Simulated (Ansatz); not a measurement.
# The silicon atom: a ladder of functionals and wavefunction methods

One table from this session's results is given with a row withheld; the runs are named, their logs left out.

Computed with Ansatz 0.2.0, Gaussian basis. Level: functionals in def2-TZVPP, the program's frozen cores in correlated methods.

Levels to be run: LDA (SPW92), PBE, revPBE, BLYP, r2SCAN, B97M-V, PBE0, B3LYP, r2SCANh, r2SCAN0, HSE06, BHLYP, CAM-B3LYP, LC-ωPBE, ωB97X-V, ωB97M-V, B2PLYP, PBE-QIDH; CCSD(T)/def2-SVP; CCSD(T)/def2-TZVPP; CCSD(T)/def2-QZVPP; extrapolation to the limit; RPA on PBE.

**The atom**

1 atom, charge 0, spin multiplicity 3.

Set-up of the first run:

Contents of in.yaml:

```yaml
crystal:
  periodic: [false, false, false]
  atoms:
    - {symbol: Si, position_ang: [0.000000, 0.000000, 0.000000]}
basis:
  gaussian: {orbitals: def2-TZVPP}
magnetization: {spin_polarized: true, initial_magnetization: 2}
hamiltonian: {xc: lda}
output: {orbitals: {seedname: orbitals}}
```

Steps of the session up to this table: LDA; PBE (GGA); revPBE (GGA); BLYP (GGA); r2SCAN (meta-GGA); B97M-V (meta-GGA); PBE0 (hybrid); B3LYP (hybrid); r2SCANh (hybrid); r2SCAN0 (hybrid); HSE06 (hybrid); BHLYP (hybrid); CAM-B3LYP (range-separated); LC-ωPBE (range-separated); ωB97X-V (range-separated); ωB97M-V (range-separated); B2PLYP (double hybrid); PBE-QIDH (double hybrid).

One table of the session follows, with a row left open; its other results are not shown here.

It belongs to the step «Orbital energies across the functionals». Levels, from each run's orbital file (highest filled and lowest empty over both spins):

| functional | HOMO (eV) | LUMO (eV) | gap (eV) |
| --- | --- | --- | --- |
| LDA (SPW92) | -4.53 | -4.55 | -0.02 |
| PBE | -4.56 | -4.32 | 0.24 |
| revPBE | -4.56 | -4.25 | 0.30 |
| BLYP | ? | ? | ? |
| r2SCAN | -4.90 | -4.09 | 0.81 |
| B97M-V | -4.55 | -4.20 | 0.35 |
| PBE0 | -5.61 | -3.37 | 2.23 |
| B3LYP | -5.25 | -3.47 | 1.78 |
| r2SCANh | -5.27 | -3.74 | 1.53 |
| r2SCAN0 | -5.83 | -3.22 | 2.61 |
| HSE06 | -5.21 | -3.76 | 1.45 |
| BHLYP | -6.35 | -2.22 | 4.13 |
| CAM-B3LYP | -6.69 | -2.08 | 4.61 |
| LC-ωPBE | -8.20 | -1.03 | 7.17 |
| ωB97X-V | -7.67 | -1.05 | 6.61 |
| ωB97M-V | -7.25 | -1.28 | 5.97 |

**Question.** Estimate the row for BLYP.

Worked estimate for «HOMO (eV)». Against the share of exact exchange, B3LYP (0.2, -5.25), BHLYP (0.5, -6.35) give a slope of -3.67 per unit share; at 0 the line stands at -4.52.

The run gave: HOMO (eV): -4.27; LUMO (eV): -4.06; gap (eV): 0.21. In «HOMO (eV)» the line misses by -0.25.

Caveats from the session: A negative gap means that an empty level lies below a filled one: whole occupations of an open shell aren't an aufbau state there.
